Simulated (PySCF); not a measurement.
SO₂.
Z-matrix (Å and degrees, PBE0-D3(BJ)/def2-SVP geometry), rows numbered from 1:
```
O 
S   1  1.4545
O   2  1.4544  1  118.64
```

Computed with PBE0-D3(BJ)/def2-SVP geometry optimisation, gas phase (PySCF).

Masses are those of the commonest isotopes; rigid-rotor values at the optimised geometry. 

Q: Give the principal moments of inertia and the rotational constants in cm⁻¹.

A: Ia = 8.81, Ib = 50.05, Ic = 58.86 u·Å²; 505379 MHz·u·Å²/I gives 57385, 10097 and 8586 MHz, that is A = 1.91415, B = 0.33680, C = 0.28640 cm⁻¹.

Q: Classify the top.

A: A near-prolate asymmetric top: κ = (2 × 10097 − 57385 − 8586)/(57385 − 8586) = -0.94.

Q: Give the coordinates in the principal-axis frame, origin at the centre of mass.

A: The sense of each axis is arbitrary; atoms in the order of the calculation.
```json
{"atom": "O1", "mass (u)": "15.995", "a (Å)": "-1.251", "b (Å)": "0.371", "c (Å)": "0.000"}
{"atom": "S2", "mass (u)": "31.972", "a (Å)": "0.000", "b (Å)": "-0.371", "c (Å)": "0.000"}
{"atom": "O3", "mass (u)": "15.995", "a (Å)": "1.251", "b (Å)": "0.371", "c (Å)": "0.000"}
```

The dipole components are |μa| = 0.00 D, |μb| = 1.83 D, |μc| = 0.00 D. The nuclei that the symmetry axis exchanges have no spin, so part of the rotational levels is missing.

Q: Estimate the classical rotational partition function at 25 K, 50 K and 200 K.

A: Point group C2v, symmetry number σ = 2; q = (√π/σ)·√((kT/h)³/(ABC)), k/h = 20836.6 MHz/K: 149 at 25 K, 423 at 50 K, 3380 at 200 K.

Whether it is a minimum is left open (no frequencies). Zero-point vibration and centrifugal distortion are left out.

Hardware: an Arm Neoverse V1 with one thread, on a shared host. Cost: 1.9 s, 0.26 GiB resident at most. This is the geometry optimisation.
